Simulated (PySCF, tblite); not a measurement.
# Li+ and 5 × hydrogen fluoride

A gas-phase complex of Li+ and 5 × hydrogen fluoride; charge +1, singlet. The structure comes from a short search (6 tight-binding starts) and was relaxed by PBE0-D3(BJ)/def2-SVPD; another way of binding may lie lower. No frequency run checks that it is a minimum.

| part | name | SMILES | atoms | charge | multiplicity |
| --- | --- | --- | --- | --- | --- |
| 1 | Li+ | [Li+] | 1 | +1 | 1 |
| 2 | hydrogen fluoride | F | 2–3 | 0 | 1 |
| 3 | hydrogen fluoride | F | 4–5 | 0 | 1 |
| 4 | hydrogen fluoride | F | 6–7 | 0 | 1 |
| 5 | hydrogen fluoride | F | 8–9 | 0 | 1 |
| 6 | hydrogen fluoride | F | 10–11 | 0 | 1 |

```xyz
11

Li   -0.697    0.646   -0.437
F    -2.476    1.221   -0.831
H    -3.218    1.236   -1.385
F     0.553    2.003   -0.962
H     1.151    2.260   -1.621
F    -0.223   -0.954   -1.229
H    -0.282   -1.898   -1.149
F    -0.646    0.659    1.468
H    -0.210    1.006    2.208
F    -0.415   -3.445   -0.953
H    -0.047   -4.121   -1.473
```
(Å; atoms numbered from 1)

Contacts between parts, classed by geometry: H7···F10 1.566 Å (hydrogen bond, 177°); Li1···F6 1.848 Å (ion contact); Li1···F8 1.905 Å (ion contact); Li1···F2 1.911 Å (ion contact); Li1···F4 1.917 Å (ion contact).

Interaction energies are complex less parts, with the parts frozen as they stand in it; counterpoise-corrected, in kcal/mol (PySCF).

Q: Give the interaction energy at each level run.

A: 
```
                 level  interaction  superposition error removed
wB97M-D3(BJ)/def2-SVPD       -86.89                        -2.54
 PBE0-D3(BJ)/def2-SVPD       -88.42                        -2.76
```

Q: What holds them together? Decompose the wB97M-D3(BJ)/def2-SVPD energy: frozen parts, their antisymmetrised product, then relaxation.

A: electrostatic -83.1, Pauli repulsion +32.9, orbital relaxation -36.6, dispersion correction -2.6 kcal/mol, which sum to the value before the counterpoise correction; the Pauli term holds the exchange-correlation of the frozen density too. Of the attraction, 68 % is electrostatic, 30 % is orbital relaxation, 2 % is dispersion correction.

The parts were also relaxed and run alone, at the levels used for the complex: shieldings by PBE0/pcSseg-2; core levels by delta-SCF with SCAN, pcX-2 on the ionised atom and pcseg-1 elsewhere, spin-free X2C.

Q: How do these values change when the complex forms?

A: 
```
              property   alone  in the complex  change
        F6–H7 bond (Å)   0.920           0.949  +0.029
 shielding of H7 (ppm)   29.19           21.88   -7.31
shielding of F10 (ppm)   410.9           399.0   -11.8
shielding of Li1 (ppm)    95.2            92.8    -2.4
 shielding of F6 (ppm)   410.9           404.7    -6.2
 F6 1s core level (eV)  694.12          698.26   +4.14
F10 1s core level (eV)  694.12          698.87   +4.75
```

The 4 runs behind this took 2.2 min in all, one thread each of Arm Neoverse V1 on a shared host, launched as `OMP_NUM_THREADS=1 python cluster_run.py task.json out`.
